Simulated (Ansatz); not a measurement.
Ansatz (a quantum-chemistry and plane-wave program) input (MP2/6-31G*):

Ansatz 0.2 input:
```yaml
crystal:
  periodic: [false, false, false]
  atoms:
    - {symbol: O, position_ang: [0.01545466, 0.72381182, -0.07020381]}
    - {symbol: O, position_ang: [-0.01124373, -0.72607760, -0.04190313]}
    - {symbol: H, position_ang: [0.80569804, 0.89668240, 0.46138431]}
    - {symbol: H, position_ang: [-0.83938551, -0.87855617, 0.43547118]}
basis:
  gaussian:
    orbitals: 6-31G*
magnetization: {spin_polarized: false}
correlation: {method: mp2, electrons: outside_noble_gas}
relax: {f_tol: 0.003, max_steps: 120}
```

From the last part of the output:

```
integrals: 0.00 GiB planned
342 factors; integrals over basis functions are off by at most 3.8e-4 eV
mean field: 0.05 GiB planned
mean field -4102.38775026 eV, -150.7599691239 hartree, gradient 1.2e-6 eV, S^2 0.000000; 0 other end points of the search recorded, 0 dependent functions left out
2 core orbitals not correlated
reference -4102.38775026 eV, -150.7599691239 hartree; 7, 7 occupied and 25, 25 virtual orbitals, 342 factors
densities: 0.05 GiB planned
second order -10.07234355 eV of doubles, -0.00000000 eV of singles
the calculation of the forces begins
relax step   4: F+E_penalty+E_count = -4112.46009382 eV  Δ(F+E_penalty+E_count) = -5.653e-4 eV  max|allowed force component| = 3.480e-2 eV/Å  Δτ_max = 0.0055 Å  (40 SCF iters, accepted)
these checks for a lower state are left out or cut short: starts, cluster_reference, orbital_swaps, neighbouring_geometries, increment
integrals: 0.00 GiB planned
342 factors; integrals over basis functions are off by at most 3.9e-4 eV
mean field: 0.05 GiB planned
mean field -4102.38996345 eV, -150.7600504570 hartree, gradient 1.2e-6 eV, S^2 0.000000; 0 other end points of the search recorded, 0 dependent functions left out
2 core orbitals not correlated
reference -4102.38996345 eV, -150.7600504570 hartree; 7, 7 occupied and 25, 25 virtual orbitals, 342 factors
densities: 0.05 GiB planned
second order -10.07020828 eV of doubles, -0.00000000 eV of singles
the calculation of the forces begins
relax step   5: F+E_penalty+E_count = -4112.46017173 eV  Δ(F+E_penalty+E_count) = -7.791e-5 eV  max|allowed force component| = 8.528e-3 eV/Å  Δτ_max = 0.0034 Å  (40 SCF iters, accepted)
these checks for a lower state are left out or cut short: starts, cluster_reference, orbital_swaps, neighbouring_geometries, increment
integrals: 0.00 GiB planned
342 factors; integrals over basis functions are off by at most 3.9e-4 eV
mean field: 0.05 GiB planned
mean field -4102.38990130 eV, -150.7600481730 hartree, gradient 1.2e-6 eV, S^2 0.000000; 0 other end points of the search recorded, 0 dependent functions left out
2 core orbitals not correlated
reference -4102.38990130 eV, -150.7600481730 hartree; 7, 7 occupied and 25, 25 virtual orbitals, 342 factors
densities: 0.05 GiB planned
second order -10.07029441 eV of doubles, -0.00000000 eV of singles
the calculation of the forces begins
mean field evaluation 64: about -4102.3903 eV, gradient 3.6e-2 eV
relax step   6: F+E_penalty+E_count = -4112.46019571 eV  Δ(F+E_penalty+E_count) = -2.398e-5 eV  max|allowed force component| = 1.080e-3 eV/Å  Δτ_max = 0.0029 Å  (39 SCF iters, accepted)
these checks for a lower state are left out or cut short: cluster_reference
integrals: 0.00 GiB planned
342 factors; integrals over basis functions are off by at most 3.9e-4 eV
mean field: 0.05 GiB planned
mean field -4102.38990130 eV, -150.7600481730 hartree, gradient 1.2e-6 eV, S^2 0.000000; 1 other end points of the search recorded, 0 dependent functions left out
2 core orbitals not correlated
reference -4102.38990130 eV, -150.7600481730 hartree; 7, 7 occupied and 25, 25 virtual orbitals, 342 factors
densities: 0.05 GiB planned
second order -10.07029441 eV of doubles, -0.00000000 eV of singles
the calculation of the forces begins
Total energy: -4112.46019571 eV, -151.1301246666 hartree
Atom 0 at    -0.001959     0.733425    -0.056131 Å, force    -0.000882     0.001080     0.000722 eV/Å
Atom 1 at     0.005051    -0.735089    -0.026187 Å, force     0.000823    -0.001049     0.000829 eV/Å
Atom 2 at     0.818376     0.894322     0.446987 Å, force     0.000412    -0.000356    -0.000755 eV/Å
Atom 3 at    -0.850944    -0.876798     0.420080 Å, force    -0.000353     0.000324    -0.000797 eV/Å
Dipole moment:    -0.014077     0.007574     0.374758 e Å
Checks for a lower state left out: cluster_reference
```

The geometry given is a B3LYP-D3(BJ)/def2-TZVP minimum.
